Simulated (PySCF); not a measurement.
## S: ionisation energy

S [Ne] 3s2 3p4 (3P) → S⁺ [Ne] 3s2 3p3 (4S), as a difference of total energies. Computed with PySCF 2.14 in aug-cc-pwCVDZ (6s5p3d, 36 functions), with the non-relativistic Hamiltonian (point nucleus). Correlated levels: valence and next inner shell: 1s2 frozen. The calculations carry no spin-orbit coupling.

| method | ionisation energy (eV) | plus first-order spin-orbit estimate | error of that sum (eV) |
| --- | --- | --- | --- |
| UHF | 9.223 | 9.245 | -1.115 |
| MP2 (valence and next inner shell) | 9.775 | 9.797 | -0.563 |
| SCS-MP2 (valence and next inner shell) | 9.804 | 9.826 | -0.534 |
| CCSD (valence and next inner shell) | 9.809 | 9.832 | -0.528 |
| CCSD(T) (valence and next inner shell) | 9.836 | 9.858 | -0.502 |

Reference: 10.360 eV (measured; NIST Atomic Spectra Database, ionization energies).

A first-order spin-orbit estimate (lowest level to lowest level, LS coupling) adds 0.023 eV.

Errors of the correlated levels include the incompleteness of this basis and the frozen core.
